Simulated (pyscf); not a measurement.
This saddle point was located with ωB97X-D3(BJ)/def2-SVP in PySCF.

```xyz
10

C     -0.8661     0.5352     0.7349
C     -2.0849    -0.0144     0.5692
F     -2.3764    -1.2752     0.8282
F     -3.0952     0.5814    -0.0356
H     -0.1412     0.0013     1.3484
H     -0.7658     1.6116     0.6011
C      0.3836     0.1417    -1.1682
H     -0.2269     0.6419    -1.9256
H      1.3205     0.6335    -0.8891
H      0.3908    -0.9519    -1.1905
```
Charge 0, spin multiplicity 2.

Surface: doublet, charge 0. Lowest wavenumbers (cm⁻¹): 502i, 91, 109, 120, 428.

Task: What reaction is this the transition state of?

Result: H₂C=C(F)–F + methyl (CH₃•) ⇌ H₃C–CH₂–C•(F)–F, an addition read from left to right: none broken and C–C formed. At ωB97M-D3(BJ)/def2-TZVP it lies +0.29 eV from the left side and +1.67 eV from the right (each side as separated species at their lowest minima found). One saddle was located; it need not be the lowest between these sides.
